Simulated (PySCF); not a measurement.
**CCl⁺: mean field, correlation and small terms against distance**

State: ¹Σ⁺, singlet, closed shell. RHF-based CCSD(T) in PySCF 2.14 with C cc-pVTZ, Cl cc-pV(T+d)Z and C cc-pVQZ, Cl cc-pV(Q+d)Z (frozen core orbitals: 6; no relativity). Correlation energies are extrapolated as n⁻³ (n = 3, 4), Hartree–Fock as (n+1)·exp(−9√n). CV is the change on freezing 1 orbitals instead, in C cc-pwCVTZ, Cl cc-pwCVTZ. SR is the spin-free X2C energy in C cc-pVTZ-DK, Cl cc-pVTZ-DK less the non-relativistic one in C cc-pVTZ, Cl cc-pVTZ. All energies in eV from C⁺ + Cl.

```
 R (Å)  HF/CBS  CCSD corr.      (T)       CV       SR   total
1.3575  -3.399      -1.795  -0.2731  -0.0768  -0.0096  -5.554
1.4193  -4.023      -1.835  -0.2981  -0.0613  -0.0053  -6.222
1.4810  -4.295      -1.877  -0.3250  -0.0485  -0.0025  -6.547
1.5427  -4.316      -1.920  -0.3539  -0.0378  -0.0009  -6.629
1.6044  -4.160      -1.964  -0.3847  -0.0289  -0.0001  -6.537
1.6815  -3.796      -2.019  -0.4254  -0.0201   0.0002  -6.260
1.7586  -3.316      -2.071  -0.4677  -0.0134  -0.0001  -5.869
```

A fit to the total gives Re = 1.5373 Å, De = 6.629 eV, ωe = 1186.7 cm⁻¹, Be = 0.7984 cm⁻¹ (masses 12.0000 and 34.9689 u).

Question: At R = 1.5427 Å the CCSD correlation energy is -0.324073 hartree in the smaller basis and -0.344433 in the larger. Extrapolate it.

Answer: (4³·E4 − 3³·E3)/(4³ − 3³) = -0.35929 hartree; the larger basis holds 95.9 % of it.

The T1 diagnostic is 0.027, large enough to doubt a single reference. The open-shell atoms are computed with UHF. Spin–orbit coupling, excitations beyond (T) and corrections to the Born–Oppenheimer picture are left out.
